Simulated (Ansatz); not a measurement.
# AlO₂ (doublet): from Hartree-Fock to the top rungs, cc-pVDZ

How much of the correlation energy of AlO₂ (doublet) does each wave-function method recover here?

Program: Ansatz 0.2.0, Gaussian basis. Level of theory: cc-pVDZ, core rule «outside noble gas», up to 7 orbitals frozen. These are calculated values, not measurements.

The runs, in order: UHF; CCSD(T) on ROHF; CCSD(T) on UHF; BCCD(T) on ROHF; CISD; CCSDT(Q) on ROHF; CCSDT(Q) on UHF.

35 further runs of the same task are left out: 12 for a known fault of the program, 7 that didn't finish, 16 set aside as unsound or not needed.

### Step 1. The system

The geometry is a PBE0/def2-TZVP stationary point (not a proven minimum).

3 atoms, charge 0, spin multiplicity 2.

Atoms are counted from 1 here; the program's logs count them from 0.

Bond lengths: Al1–O2 1.733 Å, O2–O3 1.294 Å. Angles: Al1–O2–O3 180.0°.

### Step 2. UHF

File in.yaml:

```yaml
crystal:
  periodic: [false, false, false]
  atoms:
    - {symbol: Al, position_ang: [0.000000, 0.000000, 1.586946]}
    - {symbol: O, position_ang: [0.000000, 0.000000, -0.146400]}
    - {symbol: O, position_ang: [0.000000, 0.000000, -1.440545]}
basis:
  gaussian: {orbitals: cc-pVDZ}
magnetization: {spin_polarized: true, initial_magnetization: 1}
hamiltonian: {xc: hf}
output: {orbitals: {seedname: orbitals}}
```

Started as:

```sh
> ansatz run in.yaml --threads 1 --pin off --events-out ev --progress --plain --max-ram 2393MiB
```

After this run come: CCSD(T) on ROHF; CCSD(T) on UHF; BCCD(T) on ROHF; CISD; CCSDT(Q) on ROHF; CCSDT(Q) on UHF.

**Question.** What will the summary of the whole plan be? Wanted: UCCSDT(Q) below the RHF energy; RMP2 from UCCSDT(Q); UMP2 from UCCSDT(Q); RCCSD from UCCSDT(Q); RCCSD(T) from UCCSDT(Q); UCCSD(T) from UCCSDT(Q); RCCSDT(Q) from UCCSDT(Q); T1 diagnostic.

The runs gave:

| quantity | value |
| --- | --- |
| UCCSDT(Q) below the RHF energy | -11.4824 eV |
| RMP2 from UCCSDT(Q) | +1076.8 meV |
| UMP2 from UCCSDT(Q) | +1095.1 meV |
| RCCSD from UCCSDT(Q) | +382.4 meV |
| RCCSD(T) from UCCSDT(Q) | +72.0 meV |
| UCCSD(T) from UCCSDT(Q) | +71.9 meV |
| RCCSDT(Q) from UCCSDT(Q) | +5.8 meV |
| levels within 1 kcal/mol (43 meV) | RCCSDT(Q) |
| T1 diagnostic | 0.036 |

**Reading.** RCCSD(T) lands +72.0 meV from the yardstick (0.6 % of the correlation energy). These misses are within one basis, not against nature; the frozen cores of restricted and unrestricted runs differ, which can shift their rows.
